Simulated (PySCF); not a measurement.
## Ionisation energy of Be by level of theory

Be [He] 2s2 (1S) → Be⁺ [He] 2s1 (2S), as a difference of total energies. All numbers are calculated (PySCF 2.14, no relativity, point nucleus, in aug-cc-pCVTZ). Correlated levels: valence: 1s2 frozen. The calculations carry no spin-orbit coupling.

```tsv
method	ionisation energy (eV)	error (eV)
UHF	8.043	-1.280
MP2 (valence)	8.825	-0.498
SCS-MP2 (valence)	8.982	-0.341
CCSD (valence)	9.289	-0.034
```

Reference: 9.323 eV (measured; NIST Atomic Spectra Database, ionization energies).

Errors of the correlated levels include the incompleteness of this basis and the frozen core.

With two correlated electrons CCSD is exact in that space.
